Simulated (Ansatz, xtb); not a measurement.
**Isomers of HNPSi in order of energy**

5 gas-phase structures of HNPSi, found in a search over its isomers (lower ones may exist). Each was relaxed with GFN2-xTB:

A. a doublet given by its coordinates
B. a doublet given by its coordinates
C. `N#[Si][PH]`, a doublet
D. `[SiH]=[N+]=[P-]`, a doublet
E. `N=[Si]=[P]`, a doublet

A (Å):

```xyz
4

N    -1.6365   -2.7513    2.4984
P    -2.2988   -3.9270    1.6019
Si   -0.9644   -1.3420    2.9205
H    -2.4835   -4.8478    2.6751
```

Close contacts (Å): N1–P2 1.62, N1–Si3 1.62, P2–H4 1.43.

B (Å):

```xyz
4

N    -2.0949   -3.5707    2.2305
P    -0.7255   -2.6922    2.8074
Si   -2.8530   -2.0618    2.6073
H    -2.1593   -4.5133    1.8891
```

Close contacts (Å): N1–P2 1.73, N1–Si3 1.73, P2–Si3 2.23, N1–H4 1.00.

Make a reasoned guess at their ranking by r2SCAN-D4/def2-SVP single-point energy.

Calculated order at r2SCAN-D4/def2-SVP: A (0.0), B (2.2), D (13.6), E (25.3), C (55.5) kcal/mol.

Energies above the lowest of each column, in kcal/mol; the last columns are at B3LYP-D3(BJ)/6-311G** geometries and were run for some of them only (a dash: not run or not comparable):

| structure | GFN2-xTB | HF/STO-3G | r2SCAN-D4/def2-SVP | B3LYP-D3(BJ)/6-311G** | CCSD(T)/def2-TZVP |
| --- | --- | --- | --- | --- | --- |
| A | 0.0 | 0.0 | 0.0 | 0.0 | 0.0 |
| B | 8.2 | 5.0 | 2.2 | 6.5 | 2.5 |
| D | 9.0 | 8.0 | 13.6 | 12.9 | 14.3 |
| E | 4.8 | 55.9 | 25.3 | – | – |
| C | 22.4 | 42.8 | 55.5 | – | – |

Every level run on A puts it lowest or level with the lowest. Some further structures that were screened fall inside this span and aren't listed. Frequencies (B3LYP-D3(BJ)/6-311G**) were run for A, B, D alone. Open shells are spin-unrestricted, some with notable spin contamination. Large T1 diagnostics make some coupled-cluster values less sure.

Over these structures GFN2-xTB departs from r2SCAN-D4/def2-SVP by 13.1 kcal/mol on average once a common shift is removed. A GFN2-xTB relaxation took about 0.23 s and the r2SCAN-D4/def2-SVP energy about 5.1 s on a shared host (Ansatz 0.2.0, xtb 6.7.1 (Pople sets with spherical d functions)).
